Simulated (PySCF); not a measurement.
AlO(OH) (singlet). Computed with PBE0/[Al def2-TZVP, O def2-TZVP, H def2-TZVP], no relativity, density fitting, PySCF.

Harmonic bands of its minimum:

```tsv
ω (cm⁻¹)	IR (km/mol)
207	61.2
216	67.5
474	168
783	6.8
1190	108
3991	162
```

The central atom is Al. Infer the point group and assign the bands.

Cs. The modes span 5a' + a'': 207 a', 216 a'', 474 a', 783 a', 1190 a', 3991 a'. The computed geometry has Al–O 1.595 Å, Al–O 1.666 Å, O–H 0.954 Å; Al–O–H 132.2°, O–Al–O 177.5°.

Other isomers or separated fragments may lie lower.
